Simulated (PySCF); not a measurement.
A geometry optimisation on `N=C=O`.

Computed with PBE0-D3(BJ)/def2-SVP geometry optimisation, gas phase (PySCF 2.14.0). Start geometry: GFN2-xTB. The command runs a driver script over a list of jobs; the input below is this job's line of settings and its coordinates in Å.

Command:
```bash
OMP_NUM_THREADS=1 python probes_run.py task.json out
```

Input:
```
{"job": {"xc": "PBE0", "basis": "def2-SVP", "d3": "d3bj", "grid": 1, "shake": 0.01, "kind": "geom"}, "charge": 0, "multiplicity": 1}
N     -0.661720     0.158150     0.318430
C      0.473540    -0.020670     0.483310
O      1.559530    -0.091720     0.816060
H     -1.333350    -0.071130    -0.361250
```

Output:
```
step   0  E = -168.36462272  max force = 0.084024
step   1  E = -168.37141921  max force = 0.008262
step   2  E = -168.37159174  max force = 0.002701
step   3  E = -168.37164673  max force = 0.004136
step   4  E = -168.37168482  max force = 0.003398
step   5  E = -168.37169537  max force = 0.001130
step   6  E = -168.37169662  max force = 0.000071
optimisation converged
```

Energies in Eh; «max force» is the largest Cartesian gradient component in Eh/bohr.

Problem. Give the first gradient maximum in eV/Å.

Solution. With 1 Eh/bohr = 51.422 eV/Å, 4.321 eV/Å.

In short: final energy -168.37170 Eh after 6 steps; dipole 2.28 D.

Problem. Where do the atoms end?

Solution. 0.059 Å rms from the input after alignment:
```
atom  x, y, z in Å
N1    -0.7785    0.1457    0.4085
C2     0.4093   -0.0208    0.5709
O3     1.5361   -0.1130    0.8512
H4    -1.3476   -0.1397   -0.3737
```

The run took 3.4 s of wall time on one thread of an Arm Neoverse V2, shared host with 192 logical CPUs at a one-minute load of 52, and the process peaked at 0.25 GiB of memory.
Labels such as C1 count atoms from 1, the log's own numbers from 0.
